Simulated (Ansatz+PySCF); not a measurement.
A calculation with PySCF 2.14.0.

```python
from pyscf import gto, scf, mp

mol = gto.M(atom="""
O 0.000000 0.000000 -0.281210
H 0.000000 1.772310 1.124820
H 0.000000 -1.772310 1.124820
""", basis='6-31g', charge=0, spin=0)
mf = scf.UHF(mol)
mf.kernel()
pt = mp.MP2(mf, frozen=1).run()
print(mf.e_tot, pt.e_corr, pt.e_tot)
```

The script is written out from the run's settings.

The run gave:

* Converged: yes
* Reference energy: -75.47440 hartree
* Correlation energy: -0.31293 hartree
* Total energy: -75.78733 hartree

This is not the lowest solution: another run reaches a determinant 8.26 eV lower. Caution: large share of triples, a single reference is doubtful.
